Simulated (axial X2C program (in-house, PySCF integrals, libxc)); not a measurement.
SH⁻: cheaper levels and CCSD(T), 2c

All values were computed with an in-house all-electron X2C program for linear molecules (integrals from PySCF). Two-component (2c) means X2C with spin–orbit coupling and atomic mean-field two-electron Coulomb and Gaunt terms. Basis: S dyall-av3z [9s8p3d2f], H dyall-av3z [7s3p2d] (cores contracted in-house); Gaussian nuclei, density fitting, unrestricted open shells. Masses: S 31.972 u, H 1.008 u.

State: Ω = 0 (closed shell); fragments S- + H.

```
level  Re (Å)  ωe (cm⁻¹)  De (eV)
 PBE0   1.348     2662.9     3.89
   HF   1.336     2770.3     2.76
  MP2   1.343     2712.5     3.95
 CCSD   1.347     2655.0     3.91
B97-3   1.348     2649.8     3.92
```

Correlated methods: 8 electrons correlated (number of frozen shells: S 2 s, 1 p; H none), 146 virtual spin orbitals or spinors in MP2, 90 natural virtuals in coupled cluster.

CCSD(T), same Hamiltonian and basis:

Re = 1.350 Å, ωe = 2633.3 cm⁻¹, De = 3.97 eV; T1 = 0.009 (Lee–Taylor normalisation).

Q: Give the differences from CCSD(T) in the columns below.

A: 

```csv
level,ΔRe (Å),Δωe (cm⁻¹),ΔDe (eV)
PBE0,-0.002,30,-0.08
HF,-0.014,137,-1.21
MP2,-0.007,79,-0.02
CCSD,-0.003,22,-0.06
B97-3,-0.002,16,-0.05
```

The state is one determinant whose occupation by symmetry is held fixed; it was picked as the lowest of a PBE0 search that is not exhaustive. Closed shells are restricted here (equal orbitals for both partners); the stretched side of such a curve lies too high. Dissociation energies refer to the lowest single-determinant-based atoms at the same level and basis. Coupled cluster ran in a truncated set of natural virtual spinors; the MP2 energy of the rest was added. (T) has no such correction and the atoms are truncated less, which lowers De at CCSD(T) by a hundredth of an eV or more. The 2c atoms are single determinants rather than J levels; their spin–orbit lowering is only partly caught, and De is too large by that part. This holds for PBE0. The functionals have no current-density term, which raises determinants with orbital currents, atoms included. Hartree–Fock gets electron affinities wrong, so its lowest charge split need not be the true one.
